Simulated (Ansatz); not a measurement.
Correlation energies of `[CH2]OC` radical by basis set

```tsv
atom	x (Å)	y (Å)	z (Å)
C1	-1.2376	-0.4060	-0.1685
O2	-0.1554	0.1159	-0.7737
C3	0.9794	0.2405	0.0519
H4	-1.3143	-0.3338	0.9122
H5	-2.1150	-0.4535	-0.7973
H6	0.7599	0.8676	0.9240
H7	1.7612	0.7111	-0.5425
H8	1.3217	-0.7419	0.3939
```

Charge 0, multiplicity 2. All single points use the PBE0-D4/def2-TZVP geometry. Frozen core, unrestricted reference, the Gaussian-basis code of Ansatz. CBS rows extrapolate triple and quadruple zeta; past MP2 they add the triple-zeta difference.

```csv
basis,HF (Eh),MP2 corr.,CCSD corr.,(T),CCSD(T) total
def2-SVP,?,?,-0.48387,?,?
def2-TZVPP,-153.50537,-0.56070,-0.59147,-0.02142,-154.11826
def2-QZVPP,-153.51299,-0.60098,–,–,–
CBS(def2),-153.51403,?,-0.66158,as TZ,?
```

Q: Fill in the withheld values. (Estimate.)

A: Computed: def2-SVP HF (Eh): -153.32435; def2-SVP MP2 corr.: -0.44593; def2-SVP (T): -0.01203; def2-SVP CCSD(T) total: -153.82025; CBS(def2) MP2 corr.: -0.63081; CBS(def2) CCSD(T) total: -154.19703.
